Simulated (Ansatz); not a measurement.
**H₃NSSi: small, medium and large basis sets**

The task here is to estimate one member of a computed series from the others.

Computed with Ansatz 0.2.0, Gaussian basis. Level: one geometry, several basis sets.

Levels to be run: PBE0-D4/def2-SVP; ωB97M-V/def2-SVP; PBE0-D4/def2-QZVPP; ωB97M-V/def2-QZVPP; CCSD(T)/cc-pV(D+d)Z; CCSD(T)/cc-pV(T+d)Z; CCSD(T)/cc-pV(Q+d)Z; the functionals' def2-TZVPP values are taken from earlier runs.

### The relaxed structure

All runs share one geometry, relaxed beforehand with PBE0-D4 in a triple-zeta def2 set.

SMILES `N[Si]S`, 6 atoms, charge 0, spin multiplicity 1.

Atoms are counted from 1 here; the program's logs count them from 0.

Bond lengths: N1–Si2 1.708 Å, N1–H4 1.009 Å, N1–H5 1.008 Å, Si2–S3 2.160 Å, S3–H6 1.342 Å. Angles: Si2–N1–H4 127.9°, Si2–N1–H5 120.0°, H4–N1–H5 112.1°, N1–Si2–S3 97.2°, Si2–S3–H6 93.7°.

Set-up of the first run:

in.yaml reads:

```yaml
crystal:
  periodic: [false, false, false]
  atoms:
    - {symbol: N, position_ang: [-0.870183, 0.238854, -0.783902]}
    - {symbol: Si, position_ang: [0.167831, -0.981958, -0.192429]}
    - {symbol: S, position_ang: [1.209307, 0.229730, 1.261830]}
    - {symbol: H, position_ang: [-0.920698, 1.203517, -0.492540]}
    - {symbol: H, position_ang: [-1.533362, 0.027147, -1.512428]}
    - {symbol: H, position_ang: [1.989304, -0.781191, 1.673268]}
basis:
  gaussian: {orbitals: def2-SVP}
hamiltonian: {xc: pbe0, dispersion: d4}
output: {orbitals: {seedname: orbitals}}
```

Started as:

```sh
$ ansatz run in.yaml --threads 4 --pin off --events-out ev --progress --plain --max-ram 10444MiB
```

Steps of the session up to this table: PBE0-D4 in def2-SVP; ωB97M-V in def2-SVP; PBE0-D4 in def2-QZVPP; ωB97M-V in def2-QZVPP.

One table of the session follows, with a row left open; its other results are not shown here.

| functional | basis | HOMO (eV) |
| --- | --- | --- |
| PBE0-D4 | def2-SVP | -6.54 |
| PBE0-D4 | def2-TZVPP | -6.65 |
| PBE0-D4 | def2-QZVPP | ? |
| ωB97M-V | def2-SVP | -8.55 |
| ωB97M-V | def2-TZVPP | -8.70 |
| ωB97M-V | def2-QZVPP | -8.75 |

Q: Estimate the row for PBE0-D4, def2-QZVPP from the others.

As computed: HOMO (eV): -6.70. In the column «HOMO (eV)» it lies between ωB97M-V, def2-SVP (-8.55) and PBE0-D4, def2-TZVPP (-6.65).
